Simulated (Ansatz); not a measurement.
# What a trial cell of HfSc2 relaxes into

Computed with DFT PBE, scalar-relativistic, plane waves, PAW in Ansatz. Cutoff 420 eV, Γ-centred k mesh, Gaussian smearing, no spin polarisation in the final step.

The start puts HfSc2 on the MoSi2 (C11b) structure type (I4/mmm, No. 139), with Hf in place of Mo, Sc in place of Si, at a guessed volume.

```yaml
crystal:
  lattice:
    - [-1.78828, 1.78828, 4.38687]
    - [1.78828, -1.78828, 4.38687]
    - [1.78828, 1.78828, -4.38687]
  atoms:
    - { symbol: Hf, position: [0.00000, 0.00000, 0.00000] }
    - { symbol: Sc, position: [0.66500, 0.66500, 0.00000] }
    - { symbol: Sc, position: [0.33500, 0.33500, 0.00000] }
```

Cell and atoms relax at zero pressure; the relaxation can't lower the symmetry of the start. After a coarse first stage the cell is made exact in the group found at 0.06 Å.

Formation energies are uncorrected and refer to the elements' standard structures at the same level.

**Question.** What does it relax into?

**Answer.** It keeps I4/mmm (No. 139). The result has the MoSi2 (C11b) structure. Conventional cell: a = 3.737 Å, c = 10.102 Å. Hf has 8 Sc at 3.13 Å, 2 Sc at 3.38 Å and 4 Hf at 3.74 Å; around Sc lie 4 Hf at 3.13 Å, 4 Sc at 3.15 Å, 1 Sc at 3.34 Å, 1 Hf at 3.38 Å and 4 Sc at 3.74 Å.

```
Hf Sc
1.0
    -1.86859    1.86859    5.05123
     1.86859   -1.86859    5.05123
     1.86859    1.86859   -5.05123
Hf Sc
1 2
Direct
  0.00000 0.00000 0.00000
  0.66542 0.66542 0.00000
  0.33458 0.33458 0.00000
```

**Question.** What are its volume, energy, density and gap?

**Answer.** The volume per atom is 23.52 Å³ and the density is 6.32 g/cm³. The energy over the elements is 0.18 eV/atom and the gap on the 18×18×18 mesh is 0 eV (a metal).

The final run used a 18×18×18 mesh on its 3-atom cell and 0.10 eV smearing. The k mesh leaves about 4 meV/atom of noise in metals. Spin–orbit coupling is left out. A structure relaxed within its symmetry needn't be a true minimum.

Cost: 3 runs of about 4.8 core-minutes in all, on Arm Neoverse V2 (shared hosts).